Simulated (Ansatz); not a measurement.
Steps of a relaxation of C$_{7}$H$_{16}$, SMILES `CCCC(C)(C)C` with RKS PBE0-D4/def2-TZVP.

```sh
$ ansatz run in.yaml --threads 4 --pin off --events-out ev --progress --plain --max-ram 41984MiB --backend cuda --devices 0, --max-vram 37GiB
```

```yaml
crystal:
  periodic: [false, false, false]
  atoms:
    - {symbol: C, position_ang: [-1.657840, -0.095170, 2.485630]}
    - {symbol: C, position_ang: [-0.747520, -0.601620, 1.372250]}
    - {symbol: C, position_ang: [-0.494430, 0.489850, 0.333780]}
    - {symbol: C, position_ang: [0.492500, 0.135140, -0.793330]}
    - {symbol: C, position_ang: [0.527930, 1.311700, -1.775370]}
    - {symbol: C, position_ang: [1.901660, -0.080350, -0.236220]}
    - {symbol: C, position_ang: [0.042520, -1.120070, -1.544150]}
    - {symbol: H, position_ang: [-1.846940, -0.881090, 3.213650]}
    - {symbol: H, position_ang: [-1.199220, 0.746140, 3.001510]}
    - {symbol: H, position_ang: [-2.612620, 0.233380, 2.080020]}
    - {symbol: H, position_ang: [0.196840, -0.928610, 1.809880]}
    - {symbol: H, position_ang: [-1.216100, -1.464600, 0.896690]}
    - {symbol: H, position_ang: [-1.452120, 0.760860, -0.118670]}
    - {symbol: H, position_ang: [-0.117440, 1.376870, 0.849920]}
    - {symbol: H, position_ang: [1.227280, 1.113300, -2.584720]}
    - {symbol: H, position_ang: [0.840580, 2.223320, -1.270430]}
    - {symbol: H, position_ang: [-0.455660, 1.480410, -2.208440]}
    - {symbol: H, position_ang: [2.605900, -0.242860, -1.049350]}
    - {symbol: H, position_ang: [1.937510, -0.948340, 0.416680]}
    - {symbol: H, position_ang: [2.227240, 0.790320, 0.328870]}
    - {symbol: H, position_ang: [0.671300, -1.279710, -2.417540]}
    - {symbol: H, position_ang: [-0.987140, -1.018120, -1.878920]}
    - {symbol: H, position_ang: [0.115770, -2.000740, -0.911730]}
basis:
  gaussian: {orbitals: def2-TZVP}
hamiltonian: {xc: pbe0, dispersion: d4}
relax: {f_tol: 0.005, max_steps: 150}
```

Positions (Å) and forces (eV/Å) along the path, 7 of 9 steps:

```xyz
23
step=1 energy=-7514.5903 eV
C    -1.658   -0.095    2.486    0.241   -0.243   -0.230
C    -0.748   -0.602    1.372   -0.192    0.483    0.014
C    -0.494    0.490    0.334    0.247   -0.511   -0.012
C     0.492    0.135   -0.793   -0.012    0.147   -0.101
C     0.528    1.312   -1.775   -0.001   -0.319    0.272
C     1.902   -0.080   -0.236   -0.388    0.027   -0.123
C     0.043   -1.120   -1.544    0.135    0.316    0.234
H    -1.847   -0.881    3.214   -0.085   -0.053    0.154
H    -1.199    0.746    3.002    0.018    0.137    0.107
H    -2.613    0.233    2.080   -0.167    0.071   -0.009
H     0.197   -0.929    1.810    0.078   -0.116   -0.013
H    -1.216   -1.465    0.897    0.058   -0.122   -0.030
H    -1.452    0.761   -0.119   -0.088    0.100   -0.037
H    -0.117    1.377    0.850   -0.012    0.144    0.015
H     1.227    1.113   -2.585    0.115    0.000   -0.155
H     0.841    2.223   -1.270    0.043    0.181    0.057
H    -0.456    1.480   -2.208   -0.162    0.061   -0.090
H     2.606   -0.243   -1.049    0.147   -0.036   -0.108
H     1.938   -0.948    0.417    0.061   -0.135    0.128
H     2.227    0.790    0.329    0.102    0.140    0.103
H     0.671   -1.280   -2.418    0.086   -0.064   -0.149
H    -0.987   -1.018   -1.879   -0.196   -0.025   -0.093
H     0.116   -2.001   -0.912   -0.029   -0.185    0.066
23
step=2 energy=-7514.6058 eV
C    -1.662   -0.102    2.493    0.126   -0.052   -0.155
C    -0.745   -0.593    1.379   -0.055    0.143   -0.011
C    -0.488    0.483    0.330    0.027   -0.127    0.052
C     0.495    0.137   -0.800   -0.008   -0.001    0.014
C     0.530    1.314   -1.776   -0.009   -0.145    0.127
C     1.900   -0.083   -0.239   -0.138    0.009   -0.078
C     0.040   -1.117   -1.547    0.070    0.131    0.066
H    -1.853   -0.885    3.228   -0.012   -0.023    0.030
H    -1.218    0.748    3.015    0.000    0.048    0.039
H    -2.624    0.222    2.090   -0.061    0.025   -0.002
H     0.201   -0.922    1.815    0.037   -0.045    0.012
H    -1.196   -1.468    0.905    0.015   -0.054   -0.005
H    -1.447    0.759   -0.124   -0.046    0.043   -0.014
H    -0.118    1.382    0.837   -0.006    0.063    0.008
H     1.231    1.123   -2.591    0.033    0.002   -0.045
H     0.841    2.230   -1.270    0.014    0.055    0.016
H    -0.456    1.488   -2.212   -0.048    0.021   -0.030
H     2.610   -0.257   -1.051    0.055   -0.015   -0.029
H     1.938   -0.946    0.425    0.017   -0.036    0.037
H     2.237    0.793    0.320    0.033    0.042    0.029
H     0.678   -1.293   -2.416    0.023   -0.032   -0.046
H    -0.988   -1.010   -1.900   -0.055   -0.006   -0.032
H     0.092   -2.003   -0.913   -0.012   -0.047    0.015
23
step=3 energy=-7514.6086 eV
C    -1.660   -0.102    2.486   -0.005   -0.005    0.011
C    -0.736   -0.589    1.381   -0.013    0.011    0.007
C    -0.489    0.483    0.332    0.002   -0.016    0.013
C     0.493    0.135   -0.796    0.005    0.011   -0.022
C     0.528    1.312   -1.767    0.009    0.015   -0.021
C     1.898   -0.087   -0.241    0.015   -0.002    0.010
C     0.038   -1.113   -1.549   -0.015   -0.018   -0.008
H    -1.846   -0.883    3.227    0.000    0.010   -0.005
H    -1.230    0.758    3.008   -0.007   -0.018   -0.014
H    -2.628    0.211    2.082    0.018   -0.008    0.003
H     0.213   -0.913    1.820   -0.010    0.014    0.004
H    -1.172   -1.477    0.910    0.001    0.017    0.010
H    -1.451    0.758   -0.122    0.010   -0.011    0.004
H    -0.125    1.391    0.832    0.000   -0.018   -0.006
H     1.230    1.125   -2.585   -0.013    0.009    0.010
H     0.840    2.231   -1.260   -0.003   -0.015   -0.010
H    -0.459    1.490   -2.205    0.018   -0.003    0.007
H     2.608   -0.273   -1.053   -0.021    0.003    0.014
H     1.937   -0.947    0.432    0.001    0.015   -0.012
H     2.244    0.791    0.311   -0.006   -0.018   -0.010
H     0.685   -1.301   -2.411   -0.012    0.007    0.024
H    -0.986   -0.998   -1.919    0.026   -0.001    0.008
H     0.068   -2.003   -0.914   -0.001    0.020   -0.018
23
step=5 energy=-7514.6096 eV
C    -1.669   -0.103    2.482   -0.002    0.005   -0.005
C    -0.715   -0.581    1.399    0.004   -0.009    0.007
C    -0.486    0.479    0.333    0.002    0.007   -0.008
C     0.492    0.134   -0.799   -0.007   -0.003    0.015
C     0.533    1.317   -1.762    0.000   -0.005    0.004
C     1.896   -0.101   -0.247   -0.004    0.000   -0.004
C     0.028   -1.106   -1.558    0.006    0.005   -0.001
H    -1.838   -0.873    3.238    0.000    0.000    0.001
H    -1.277    0.782    2.990   -0.003   -0.003   -0.003
H    -2.642    0.166    2.059    0.006   -0.003    0.003
H     0.238   -0.863    1.859   -0.007    0.002   -0.006
H    -1.117   -1.491    0.942    0.007    0.003    0.002
H    -1.454    0.735   -0.117   -0.002    0.003    0.001
H    -0.131    1.396    0.821   -0.002    0.005    0.001
H     1.226    1.129   -2.587    0.005   -0.004   -0.005
H     0.858    2.228   -1.252    0.002    0.004    0.004
H    -0.455    1.509   -2.191   -0.006    0.001   -0.001
H     2.603   -0.283   -1.061    0.008    0.000   -0.007
H     1.932   -0.967    0.418   -0.002   -0.007    0.003
H     2.248    0.769    0.313    0.002    0.006    0.005
H     0.682   -1.301   -2.412    0.004   -0.002   -0.010
H    -0.989   -0.976   -1.940   -0.010    0.002   -0.003
H     0.039   -1.997   -0.927    0.000   -0.006    0.007
23
step=7 energy=-7514.6099 eV
C    -1.676   -0.106    2.477   -0.005    0.011   -0.003
C    -0.696   -0.571    1.412    0.005   -0.011    0.005
C    -0.486    0.479    0.334   -0.001    0.003   -0.001
C     0.491    0.133   -0.800   -0.003   -0.003    0.007
C     0.538    1.320   -1.758    0.000   -0.003    0.002
C     1.893   -0.114   -0.250   -0.002    0.000   -0.002
C     0.018   -1.101   -1.564    0.002    0.003   -0.001
H    -1.825   -0.867    3.247   -0.001    0.004   -0.002
H    -1.319    0.802    2.971   -0.005   -0.013   -0.007
H    -2.654    0.121    2.040    0.014   -0.005    0.007
H     0.260   -0.818    1.887   -0.013    0.003   -0.008
H    -1.065   -1.500    0.964    0.006    0.011    0.005
H    -1.458    0.720   -0.115    0.001    0.001    0.001
H    -0.139    1.406    0.810   -0.002    0.001    0.000
H     1.224    1.127   -2.588    0.002   -0.001   -0.001
H     0.877    2.225   -1.246    0.000    0.000    0.001
H    -0.450    1.524   -2.180   -0.001    0.000    0.000
H     2.600   -0.288   -1.066    0.004    0.000   -0.002
H     1.925   -0.989    0.404   -0.001   -0.002    0.000
H     2.248    0.748    0.322    0.001    0.002    0.001
H     0.674   -1.299   -2.417    0.001   -0.002   -0.004
H    -0.997   -0.959   -1.949   -0.003    0.000   -0.001
H     0.018   -1.994   -0.935    0.000   -0.001    0.001
23
step=8 energy=-7514.6099 eV
C    -1.677   -0.107    2.477    0.000   -0.001    0.000
C    -0.696   -0.571    1.413   -0.001    0.001    0.000
C    -0.486    0.480    0.334    0.000    0.000    0.000
C     0.490    0.133   -0.799    0.000    0.000    0.000
C     0.539    1.320   -1.758    0.000    0.000    0.000
C     1.893   -0.115   -0.250    0.000    0.000    0.000
C     0.017   -1.101   -1.564    0.000    0.000    0.000
H    -1.824   -0.866    3.248    0.000    0.000    0.000
H    -1.322    0.803    2.969    0.000    0.000    0.000
H    -2.654    0.118    2.040    0.000    0.000    0.000
H     0.260   -0.816    1.887    0.001    0.000    0.000
H    -1.063   -1.499    0.964    0.000    0.000    0.000
H    -1.459    0.720   -0.115    0.000    0.000    0.000
H    -0.140    1.407    0.810    0.000    0.000    0.000
H     1.224    1.126   -2.588    0.000    0.000    0.000
H     0.879    2.225   -1.246    0.000    0.000    0.000
H    -0.450    1.525   -2.179    0.000    0.000    0.000
H     2.601   -0.286   -1.066    0.000    0.000    0.000
H     1.925   -0.991    0.402    0.000    0.000    0.000
H     2.248    0.747    0.324    0.000    0.000    0.000
H     0.672   -1.298   -2.418    0.000    0.000    0.000
H    -0.998   -0.959   -1.948    0.000    0.000    0.000
H     0.018   -1.994   -0.936    0.000    0.000    0.000
23
step=9 energy=-7514.6099 eV
C    -1.678   -0.107    2.476    0.000    0.000    0.000
C    -0.692   -0.569    1.415   -0.001    0.001    0.000
C    -0.486    0.480    0.334    0.000    0.000    0.001
C     0.490    0.133   -0.799    0.000    0.000    0.001
C     0.540    1.320   -1.757    0.000   -0.001    0.000
C     1.893   -0.117   -0.250    0.000    0.000   -0.001
C     0.015   -1.100   -1.565    0.000    0.000   -0.001
H    -1.821   -0.865    3.249    0.000    0.000    0.000
H    -1.329    0.806    2.966    0.000    0.000    0.000
H    -2.656    0.110    2.037    0.000    0.000    0.000
H     0.264   -0.809    1.891    0.000    0.000    0.000
H    -1.055   -1.500    0.968    0.000    0.000    0.000
H    -1.459    0.717   -0.115    0.000    0.000    0.000
H    -0.141    1.409    0.808    0.000    0.000    0.000
H     1.224    1.126   -2.588    0.000    0.000    0.000
H     0.882    2.224   -1.245    0.000    0.000    0.000
H    -0.449    1.528   -2.177    0.000    0.000    0.000
H     2.600   -0.287   -1.066    0.000    0.000    0.000
H     1.924   -0.994    0.400    0.000    0.000    0.000
H     2.247    0.743    0.326    0.000    0.000    0.000
H     0.671   -1.298   -2.418    0.000    0.000    0.000
H    -0.999   -0.956   -1.950    0.000    0.000    0.000
H     0.015   -1.993   -0.937    0.000    0.000    0.000
```

Run time 12 s (4 threads of an AMD EPYC 7R13 on a shared host and a share of an NVIDIA H100 80 GB); peak host memory 0.94 GiB.
